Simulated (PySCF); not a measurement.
**Nonlinear optical response: `C/C=C/C#N`, C₄H₅N**

Geometry (Å), atoms numbered from 1 in this order:
```xyz
10

C    -1.3123    0.0185    0.7417
C    -0.0981   -0.4445    0.0219
C     0.9333    0.3450   -0.3186
C     2.0840   -0.1377   -1.0095
N     3.0263   -0.5157   -1.5710
H    -2.2176   -0.1847    0.1459
H    -1.2752    1.0938    0.9658
H    -1.4351   -0.5329    1.6888
H    -0.0486   -1.5066   -0.2456
H     0.9294    1.4126   -0.0728
```

Method: quadratic response wB97X-D/def2-SVPD first hyperpolarisability, Taylor convention, gas phase (PySCF 2.14.0). Geometry: PBE0-D3(BJ)/def2-SVP.

Task: Give β for the processes computed.

Result: In 10⁻³⁰ esu, Taylor convention; the vector part is βᵢ = ⅓ Σⱼ (βᵢⱼⱼ + βⱼᵢⱼ + βⱼⱼᵢ); β∥ is 3/5 of the vector part along the dipole, the dipole points from − to +:
```
                   process  λ (nm)  β vector norm    β∥  β HRS  depolarisation ratio
           static β(0;0,0)       ∞           0.31  0.19   0.26                  1.92
second harmonic β(−2ω;ω,ω)    1907           0.33  0.20   0.27                  1.94
         Pockels β(−ω;ω,0)    1907           0.32  0.19      –                     –
second harmonic β(−2ω;ω,ω)    1340           0.35  0.21   0.28                  1.96
         Pockels β(−ω;ω,0)    1340           0.32  0.19      –                     –
```

Task: Which lowest excitations, dipole and polarisabilities go with it?

Result: S1 6.27 eV (f = 0.445); S2 6.56 eV (f = 0.000); S3 6.95 eV (f = 0.001); dipole 4.88 D; isotropic α 55.9 au static, 56.0 au at 1907 nm, 56.3 au at 1340 nm, 56.7 au at 953.5 nm, 57.5 au at 670 nm.
